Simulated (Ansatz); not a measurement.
**H2F (doublet): wave-function methods side by side at distance H1–H2 along a hydrogen transfer = 0.745 Å, cc-pVDZ**

Aim: climb from Hartree-Fock through coupled cluster and multireference methods for H2F (doublet) at one geometry and basis, and see what each rung misses.

Program: Ansatz 0.2.0, Gaussian basis. Level of theory: cc-pVDZ, core rule «outside noble gas», up to 1 orbitals frozen. These are calculated values, not measurements.

The runs, in order: UHF; CCSD(T) on ROHF; CCSD(T) on UHF; BCCD(T) on ROHF; CISD; CCSDT(Q) on ROHF; CCSDT(Q) on UHF; CCSDTQ on ROHF; CCSDTQ on UHF; CASSCF and MRCISD+Q, 3 electrons in 3 orbitals; CASSCF and NEVPT2, 3 electrons in 3 orbitals; CASSCF and MRCISD+Q, 9 electrons in 6 orbitals; CASSCF and MRCISD+Q(relaxed), 9 electrons in 6 orbitals; CASSCF and NEVPT2, 9 electrons in 6 orbitals; Full CI.

## (1) What is computed

The geometry derives from fragments relaxed apart (PBE0/def2-TZVP) and kept rigid, so it is no stationary point. A hydrogen atom is moved between rigid fragments.

3 atoms, charge 0, spin multiplicity 2.

Atoms are counted from 1 here; the program's logs count them from 0.

Bond lengths: H1–H2 0.745 Å, H2–F3 1.156 Å. Angles: H1–H2–F3 180.0°.

## (2) UHF

in.yaml reads:

```yaml
crystal:
  periodic: [false, false, false]
  atoms:
    - {symbol: H, position_ang: [0.000000, 0.000000, -0.882000]}
    - {symbol: H, position_ang: [0.000000, 0.000000, -0.137000]}
    - {symbol: F, position_ang: [0.000000, 0.000000, 1.019000]}
basis:
  gaussian: {orbitals: cc-pVDZ}
magnetization: {spin_polarized: true, initial_magnetization: 1}
hamiltonian: {xc: hf}
output: {orbitals: {seedname: orbitals}}
```

On the command line:

```
$ ansatz run in.yaml --threads 1 --pin off --events-out ev --progress --plain --max-ram 3968MiB --backend cpu
```

After this run come: CCSD(T) on ROHF; CCSD(T) on UHF; BCCD(T) on ROHF; CISD; CCSDT(Q) on ROHF; CCSDT(Q) on UHF; CCSDTQ on ROHF; CCSDTQ on UHF; CASSCF and MRCISD+Q, 3 electrons in 3 orbitals; CASSCF and NEVPT2, 3 electrons in 3 orbitals; CASSCF and MRCISD+Q, 9 electrons in 6 orbitals; CASSCF and MRCISD+Q(relaxed), 9 electrons in 6 orbitals; CASSCF and NEVPT2, 9 electrons in 6 orbitals; Full CI.

**Question.** What will the summary of the whole plan be? Wanted: FCI below the RHF energy; RMP2 from FCI; UMP2 from FCI; RCCSD from FCI; RCCSD(T) from FCI; UCCSD(T) from FCI; RCCSDT(Q) from FCI; UCCSDT(Q) from FCI; NEVPT2 pair from FCI.

As calculated:

```
                         quantity                                                                                                           value
         FCI below the RHF energy                                                                                                      -6.2389 eV
                    RMP2 from FCI                                                                                                    +49.6 kJ/mol
                    UMP2 from FCI                                                                                                    +53.0 kJ/mol
                   RCCSD from FCI                                                                                                     +8.3 kJ/mol
                RCCSD(T) from FCI                                                                                                     +1.6 kJ/mol
                UCCSD(T) from FCI                                                                                                     +1.5 kJ/mol
               RCCSDT(Q) from FCI                                                                                                      0.0 kJ/mol
               UCCSDT(Q) from FCI                                                                                                      0.0 kJ/mol
             NEVPT2 pair from FCI                                                                                                    +33.9 kJ/mol
           MRCISD+Q pair from FCI                                                                                                     +5.1 kJ/mol
          NEVPT2 valence from FCI                                                                                                    +75.5 kJ/mol
levels within 1 kcal/mol (43 meV)  RCCSD(T), UCCSD(T), BCCD(T), RCCSDT, UCCSDT, RCCSDT(Q), UCCSDT(Q), RCCSDTQ, UCCSDTQ, MRCISD+Q(relaxed) valence
                    T1 diagnostic                                                                                                           0.035
   effectively unpaired electrons                                                                                                            1.02
```

What this shows: RCCSD(T) lands +1.6 kJ/mol from the yardstick (0.3 % of the correlation energy). One determinant dominates. Of the multireference levels listed MRCISD+Q(relaxed) valence comes nearest in total energy (+1.0 kJ/mol), which doesn't show that its space is the better one. These misses are within one basis, not against nature; the frozen cores of restricted and unrestricted runs differ, which can shift their rows.
